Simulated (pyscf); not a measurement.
H₂B–O–GeH₃ + HF → F–GeH₃ + H₂B–OH, a four-centre exchange (singlet surface; Ge–O, F–H broken, F–Ge, H–O formed). Single points on ωB97X-D3(BJ)/def2-SVP structures (PySCF, gas phase). Energies in kcal/mol from the separated reactants.

Small-basis levels: PySCF, no dispersion term, spherical d functions. AM1 to PM7: differences of heats of formation from MOPAC, which are fitted to 298 K values and so differ in kind from electronic energies by zero-point and thermal terms. Cost: rough CPU time at the saddle relative to B3LYP/6-31G*+LANL2DZ, from one job on a shared machine.

```tsv
level	barrier	reaction energy	cost
HF/3-21G	(withheld)	-9.9	0.1
SVWN5/6-31G*+LANL2DZ	-10.2	-13.7	1
B3LYP/STO-3G	-6.9	-8.6	0.6
B3LYP/3-21G	-9.8	-15.4	0.8
B3LYP/6-31G*+LANL2DZ	5.7	-15.4	1
PBE/def2-SVP	2.6	-13.7	2
AM1	47.4	+4.4	under 0.02
PM3	54.8	+6.0	under 0.02
PM6	(withheld)	-21.9	under 0.02
ωB97M-D3(BJ)/def2-TZVP	(withheld)	-8.9	–
```

Task: Some entries are withheld; supply them.

Result: 
- HF/3-21G, barrier: 5.0
- PM6, barrier: 15.9
- ωB97M-D3(BJ)/def2-TZVP, barrier: 14.1

Against the last row the barrier runs from -24.3 (SVWN5/6-31G*+LANL2DZ) to +40.7 kcal/mol (PM3). At SVWN5/6-31G*+LANL2DZ, B3LYP/STO-3G, B3LYP/3-21G this geometry lies under one side, so the entry may be no barrier of that level: it is a single point on another level's saddle. ωB97M-D3(BJ)/def2-TZVP has limits of its own. On the reactant side the descent ends in a bound adduct, 8.4 kcal/mol under the separated species and 22.9 kcal/mol under the saddle at ωB97X-D3(BJ)/def2-TZVP. On the product side the descent ends in a complex, 5.3 kcal/mol under the separated species and 27.7 kcal/mol under the saddle at ωB97X-D3(BJ)/def2-TZVP. This is the saddle that the search found; another between the same sides may lie lower. In the def2 sets elements up to Kr have no core potential.
